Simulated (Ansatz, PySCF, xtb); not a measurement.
Breaking a bond: Li₂, singlet.

GFN1-xTB (xtb); RHF/3-21G = restricted Hartree-Fock/3-21G run with PySCF; UKS-B3LYP/6-31G* = unrestricted B3LYP/6-31G*, spherical d run with PySCF 2.14.0; FCI = full CI/def2-TZVP, frozen core run with Ansatz (a first-principles code).

Energies relative to the lowest point of each curve near equilibrium, in kJ/mol; the last columns give the difference from FCI:

```tsv
R / Å	GFN1-xTB	RHF/3-21G	UKS-B3LYP/6-31G*	FCI	GFN1-xTB − FCI	RHF/3-21G − FCI	UKS-B3LYP/6-31G* − FCI
2.08	3.7	63.9	48.4	47.0	-43.3	16.9	1.4
2.17	0.0	46.3	33.6	33.1	-33.1	13.3	0.6
2.38	1.2	18.3	11.2	11.7	-10.5	6.6	-0.5
2.46	3.9	11.5	6.3	6.8	-3.0	4.7	-0.6
2.59	10.0	4.2	1.5	2.0	8.0	2.3	-0.5
2.67	14.4	1.6	0.2	0.5	14.0	1.2	-0.3
2.74	18.7	0.4	0.0	0.0	18.7	0.4	0.0
2.84	25.3	0.0	0.8	0.4	24.9	-0.4	0.4
2.96	33.8	1.3	3.3	2.3	31.6	-0.9	1.1
2.99	36.0	1.9	4.2	2.9	33.1	-1.0	1.2
3.14	46.9	6.1	9.3	7.2	39.7	-1.0	2.1
3.43	68.5	18.5	22.3	18.2	50.3	0.3	4.1
3.70	93.2	32.8	36.0	29.7	63.4	3.1	6.2
4.11	135.3	56.2	53.6	46.3	89.0	9.9	7.3
4.54	183.3	80.3	66.3	59.9	123.4	20.4	6.4
5.01	237.9	104.7	74.7	69.7	168.2	35.0	4.9
5.45	288.0	125.2	79.1	75.1	212.9	50.1	4.0
6.05	348.5	149.4	82.2	78.8	269.6	70.6	3.3
6.75	398.9	172.5	83.7	80.6	318.3	91.9	3.1
7.38	424.1	189.1	84.2	81.2	342.9	107.9	3.0
8.18	437.0	205.7	—	81.5	355.5	124.2	—
```

GFN1-xTB is furthest from FCI at 8.18 (355.5 kJ/mol, above); its mean absolute difference over the points is 107.3 kJ/mol.

RHF/3-21G is furthest from FCI at 8.18 (124.2 kJ/mol, above); its mean absolute difference over the points is 26.8 kJ/mol.

UKS-B3LYP/6-31G* is furthest from FCI at 4.11 (7.3 kJ/mol, above); its mean absolute difference over the points is 2.6 kJ/mol.

A dash means that the run gave no value there, or that the column was ended at a point which the program doubted or which failed a test of continuity chosen for this set; such a test can also cut sound points.

The restricted form behind RHF/3-21G keeps the bonding electrons paired and can't separate into open-shell fragments. The unrestricted solution behind UKS-B3LYP/6-31G* changes between 7.38 and 8.18 Å, which can leave a kink. The unrestricted determinant behind UKS-B3LYP/6-31G* is spin-contaminated at 3.70 to 7.38 Å (<S²> up to 1.0, against 0.00 for a pure singlet).
